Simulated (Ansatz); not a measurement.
```yaml
crystal:
  periodic: [false, false, false]
  atoms:
    - {symbol: Al, position_ang: [0.000000, 0.000000, -2.976552]}
    - {symbol: Si, position_ang: [0.000000, 0.000000, -0.600871]}
    - {symbol: B, position_ang: [0.000000, 0.000000, 1.208322]}
    - {symbol: H, position_ang: [0.000000, 0.000000, 2.369101]}
basis:
  gaussian: {orbitals: def2-TZVP}
magnetization: {spin_polarized: true, initial_magnetization: 1}
hamiltonian: {xc: pbe0}
relax: {f_tol: 0.004, max_steps: 80}
```

```sh
$ ansatz run in.yaml --threads 1 --pin off --events-out ev --progress --plain --max-ram 2176MiB
```

Steps of the relaxation (energy above the last step; positions in Å, forces in eV/Å):

```
4
step 1, 74.3 meV
Al    0.000    0.000   -2.977    0.000    0.000   -1.087
Si    0.000    0.000   -0.601    0.000    0.000    0.977
B     0.000    0.000    1.208    0.000    0.000   -0.467
H     0.000    0.000    2.369    0.000    0.000    0.577
```

```
4
step 2, 3.0 meV
Al    0.000    0.000   -3.062    0.000    0.000   -0.185
Si    0.000    0.000   -0.579    0.000    0.000    0.208
B     0.000    0.000    1.233    0.000    0.000   -0.183
H     0.000    0.000    2.409    0.000    0.000    0.159
```

```
4
step 3, 0.0 meV
Al    0.000    0.000   -3.084    0.000    0.000   -0.003
Si    0.000    0.000   -0.573    0.000    0.000    0.022
B     0.000    0.000    1.238    0.000    0.000   -0.027
H     0.000    0.000    2.420    0.000    0.000    0.008
```

```
4
step 4, 0.0 meV
Al    0.000    0.000   -3.084    0.000    0.000    0.000
Si    0.000    0.000   -0.573    0.000    0.000    0.007
B     0.000    0.000    1.237    0.000    0.000   -0.007
H     0.000    0.000    2.420    0.000    0.000    0.000
```

```
4
step 5, 0.0 meV
Al    0.000    0.000   -3.084    0.000    0.000    0.000
Si    0.000    0.000   -0.573    0.000    0.000    0.000
B     0.000    0.000    1.237    0.000    0.000    0.000
H     0.000    0.000    2.420    0.000    0.000    0.000
```

Close pairs at the end: B3–H4 1.182 Å, Si2–B3 1.810 Å, Al1–Si2 2.511 Å.

A stationary point of unrestricted PBE0 after 5 steps, with ⟨S²⟩ = 0.762 against 0.75 for a pure state; no frequencies were run, so it isn't proven a minimum. 64 s on 1 thread of Arm Neoverse V2, shared host.
